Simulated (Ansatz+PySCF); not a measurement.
Results of a calculation; reference values are marked as such.
## Several solutions for singlet CH3F in separate pieces

```yaml
atoms:
  - { symbol: C, position_ang: [0.0000, 0.0000, -0.6187] }
  - { symbol: F, position_ang: [0.0000, 0.0000, 3.4716] }
  - { symbol: H, position_ang: [0.0000, -1.0360, -0.9966] }
  - { symbol: H, position_ang: [-0.8972, 0.5180, -0.9966] }
  - { symbol: H, position_ang: [0.8972, 0.5180, -0.9966] }
```

Basis set: cc-pVDZ (spherical functions). Charge 0, multiplicity 1.

ωB97X (restricted) was run from several starts with Ansatz (development build ahead of 0.2.0) and PySCF 2.14.0.

```
run  program                                start  converged  energy (hartree)  <S²>
  A    PySCF                     program defaults         no                 –     –
  B   Ansatz          search for the lowest state        yes        -139.40595  0.00
  C    PySCF  guess minao, instabilities followed        yes        -139.40596  0.00
  D   Ansatz              atomic start, no search        yes        -139.40595  0.00
  E   Ansatz              stability test followed        yes        -139.40595  0.00
```

Problem. Which runs reached the lowest solution of this kind, and what is wrong with the others?

Solution. B, C, D, E reached the lowest solution found. Not converged: A. Caution: charge can spread falsely over distant fragments. Caution: an unrestricted determinant lies well below (2.98 eV lower).
